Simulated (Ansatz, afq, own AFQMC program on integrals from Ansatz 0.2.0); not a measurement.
**Where AFQMC and coupled cluster stand for BSiH$_{6}$, doublet**

```xyz
8

B    -2.1265    0.0000    0.0000
H    -2.7232    1.0336    0.0000
H    -2.7232   -1.0336    0.0000
H    -0.7665    0.0000    0.0000
Si    0.8965    0.0000    0.0000
H     1.3465   -1.4163    0.0000
H     1.3465    0.7081   -1.2265
H     1.3465    0.7081    1.2265
```

Basis cc-pVDZ. Noble-gas cores (and the filled d shells of Ga–Kr and In–Xe) are frozen. Integrals, coupled cluster, full CI and functionals: Ansatz 0.2.0; the random walks run on the same integrals in our own AFQMC program. ph-AFQMC/CISD is guided by a CISD state made of CCSD amplitudes; releasing the constraint for a short imaginary time cuts its bias at the price of noise, slowly where states lie close. ± is one standard error of the sampling.

Determinant: UHF, the one that the program's search chose, which needn't be the lowest solution. The geometry is a point of a scan.

No full CI on the walks' own integrals is used here; CCSDT(Q) serves as the reference and is uncertain by about the last step of the cluster series.

```
T1 diagnostic                               : 0.0123
weight of the determinant in the CISD state : 0.872
⟨S²⟩ of the determinant                     : 0.768
size of the correlated space                : 13 electrons in 56 orbitals
```

| level | correlation energy (eV) |
| --- | --- |
| MP2 | -5.4239 |
| CCSD | -6.8142 |
| CCSD(T) | -6.9536 |

Q: Estimate where phaseless AFQMC with the Hartree–Fock trial lies against CCSD(T) on the same integrals.

A: 3.4 ± 1.9 kJ/mol below CCSD(T). The gap is under twice the noise, so this walk alone can't tell the two apart.

Reference: CCSDT(Q), correlation energy -6.990 eV. The released energy is read at 2.40 1/Eh (meV from the phaseless value at times in 1/Eh: -1.7 ± 2.3 at 0.24, -1.1 ± 1.9 at 0.51, -4.1 ± 1.9 at 0.99, -7.8 ± 2.3 at 1.62, -9 ± 4 at 2.40).

```
         level  E − E(reference) (kJ/mol)  share of correlation (%)
       CCSD(T)                        3.5                     99.47
         CCSDT                        0.4                     99.93
   ph-AFQMC/HF                  0.1 ± 1.9                     99.98
 ph-AFQMC/CISD                  0.6 ± 0.3                     99.92
released AFQMC                 -0.3 ± 0.4                    100.04
```

A walk keeps the symmetry of its determinant, which the program's search chose and which needn't be the lowest solution, so a lower state of the same spin and another symmetry isn't excluded. Released energies are given only where the last usable release times agree within the noise; a slower fall can still hide under it.
